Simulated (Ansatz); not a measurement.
# C6H12: vertical ionisation energy

An exercise on one series of results from a longer session: the logs are not shown, and one member is left open.

Computed with Ansatz 0.2.0, Gaussian basis. Level: unrestricted cation, the program's frozen cores in correlated methods.

Plan: UKS PBE-D4/def2-TZVPP; UKS r2SCAN-D4/def2-TZVPP; UKS PBE0-D4/def2-TZVPP; UKS B3LYP-D4/def2-TZVPP; UKS wB97X-V/def2-TZVPP; UKS wB97M-V/def2-TZVPP; UKS B2PLYP/def2-TZVPP; UHF-CCSD(T)/def2-TZVPP; UHF-MP2/def2-QZVPP; extrapolation to the limit; then −ε(HOMO) from the neutral's earlier runs with LDA (SPW92), PBE-D4, revPBE-D4, BLYP-D4, r2SCAN-D4, B97M-V, PBE0-D4, B3LYP-D4, r2SCANh-D4, r2SCAN0-D4, HSE06-D4, BHLYP-D4, CAM-B3LYP-D4, LC-ωPBE, ωB97X-V, ωB97M-V.

## The geometry

The geometry comes from an earlier relaxation with PBE0-D4 in a triple-zeta def2 set; it is a stationary point, not always the lowest conformer.

SMILES `C/C=C(\C)CC`, 18 atoms, charge 0, spin multiplicity 1.

Atoms are counted from 1 here; the program's logs count them from 0.

Bond lengths: C1–C2 1.491 Å, C1–H7 1.095 Å, C1–H8 1.090 Å, C1–H9 1.095 Å, C2–C3 1.334 Å, C2–H10 1.089 Å, C3–C4 1.497 Å, C3–C5 1.503 Å, C4–H11 1.095 Å, C4–H12 1.095 Å, C4–H13 1.089 Å, C5–C6 1.525 Å, C5–H14 1.098 Å, C5–H15 1.094 Å, C6–H16 1.092 Å, C6–H17 1.093 Å, C6–H18 1.092 Å. Angles: C2–C1–H7 110.9°, C2–C1–H8 113.2°, C2–C1–H9 110.7°, H7–C1–H8 107.8°, H7–C1–H9 106.4°, H8–C1–H9 107.6°, C1–C2–C3 128.4°, C1–C2–H10 114.9°, C3–C2–H10 116.8°, C2–C3–C4 124.4°, C2–C3–C5 120.2°, C4–C3–C5 115.4°, C3–C4–H11 110.3°, C3–C4–H12 111.2°, C3–C4–H13 113.0°, H11–C4–H12 106.5°, H11–C4–H13 107.9°, H12–C4–H13 107.6° and more.

The first run:

Input file in.yaml:

```yaml
crystal:
  periodic: [false, false, false]
  atoms:
    - {symbol: C, position_ang: [2.337071, 0.408775, 1.036561]}
    - {symbol: C, position_ang: [1.082714, 0.795745, 0.330296]}
    - {symbol: C, position_ang: [0.167872, 0.001048, -0.227133]}
    - {symbol: C, position_ang: [0.248329, -1.493677, -0.251161]}
    - {symbol: C, position_ang: [-1.045627, 0.592583, -0.888679]}
    - {symbol: C, position_ang: [-2.360701, 0.220533, -0.211164]}
    - {symbol: H, position_ang: [3.210960, 0.858684, 0.553881]}
    - {symbol: H, position_ang: [2.493837, -0.669113, 1.072536]}
    - {symbol: H, position_ang: [2.329681, 0.776492, 2.068111]}
    - {symbol: H, position_ang: [0.902520, 1.868217, 0.271037]}
    - {symbol: H, position_ang: [0.104243, -1.866165, -1.270997]}
    - {symbol: H, position_ang: [-0.542018, -1.942194, 0.358894]}
    - {symbol: H, position_ang: [1.201161, -1.874281, 0.113239]}
    - {symbol: H, position_ang: [-1.080899, 0.259359, -1.934272]}
    - {symbol: H, position_ang: [-0.944640, 1.681216, -0.911352]}
    - {symbol: H, position_ang: [-3.204672, 0.701519, -0.711014]}
    - {symbol: H, position_ang: [-2.361339, 0.538175, 0.834612]}
    - {symbol: H, position_ang: [-2.538493, -0.856923, -0.233397]}
basis:
  gaussian: {orbitals: def2-TZVPP}
total_charge: 1
magnetization: {spin_polarized: true, initial_magnetization: 1}
hamiltonian: {xc: pbe, dispersion: d4}
```

Command:

```console
$ ansatz run in.yaml --threads 2 --pin off --events-out ev --progress --plain --max-ram 22528MiB --backend cuda --devices 0, --max-vram 18GiB
```

Steps of the session up to this table: Cation, UKS PBE-D4/def2-TZVPP; Cation, UKS r2SCAN-D4/def2-TZVPP; Cation, UKS PBE0-D4/def2-TZVPP; Cation, UKS B3LYP-D4/def2-TZVPP; Cation, UKS wB97X-V/def2-TZVPP; Cation, UKS wB97M-V/def2-TZVPP; Cation, UKS B2PLYP (frozen core)/def2-TZVPP; Cation, UHF-CCSD(T)/def2-TZVPP; Cation, UHF-MP2/def2-QZVPP.

One of the session's tables, all rows but one given; the rest of the session is left out.

Orbital estimates, from the neutral's runs:

| functional | −ε(HOMO) (eV) |
| --- | --- |
| LDA (SPW92) | 5.65 |
| PBE-D4 | 5.52 |
| revPBE-D4 | 5.46 |
| BLYP-D4 | 5.38 |
| r2SCAN-D4 | 5.68 |
| B97M-V | ? |
| PBE0-D4 | 6.61 |
| B3LYP-D4 | 6.41 |
| r2SCANh-D4 | 6.09 |
| r2SCAN0-D4 | 6.72 |
| HSE06-D4 | 6.21 |
| BHLYP-D4 | 7.56 |
| CAM-B3LYP-D4 | 7.91 |
| LC-ωPBE | 9.26 |
| ωB97X-V | 8.90 |
| ωB97M-V | 8.81 |

Estimate the missing values for B97M-V.

As computed: −ε(HOMO) (eV): 5.73. In the column «−ε(HOMO) (eV)» it lies between r2SCAN-D4 (5.68) and r2SCANh-D4 (6.09).
